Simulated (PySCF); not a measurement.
# Argon: a sound run and one with changed settings

Sound run: Ar [Ar], Ar⁺ [Ne] 3s2 3p5. All numbers are calculated (PySCF 2.14, scalar relativity by spin-free X2C-1e, in x2c-SVPall (4s3p1d, 18 functions)). In the sound run the correlated levels freeze [Ne]. The sound run starts from symmetry-adapted Hartree-Fock orbitals and uses a fine grid where one is needed.

Changed run: initial guess minao, at most 50 SCF cycles.

```json
{"species": "Ar", "method": "UHF", "sound run (hartree)": "-528.41203", "changed run (hartree)": "-528.41203", "converged": "yes"}
{"species": "Ar", "method": "r2SCAN", "sound run (hartree)": "-529.11918", "changed run (hartree)": "-529.11918", "converged": "yes"}
{"species": "Ar", "method": "CCSD(T)", "sound run (hartree)": "-528.56533", "changed run (hartree)": "-528.56533", "converged": "yes"}
{"species": "Ar⁺", "method": "B3LYP", "sound run (hartree)": "-528.59039", "changed run (hartree)": "-528.59039", "converged": "yes"}
{"species": "Ar⁺", "method": "MP2", "sound run (hartree)": "-527.99013", "changed run (hartree)": "-527.99013", "converged": "yes"}
```

Here the plain start reaches the same solutions.
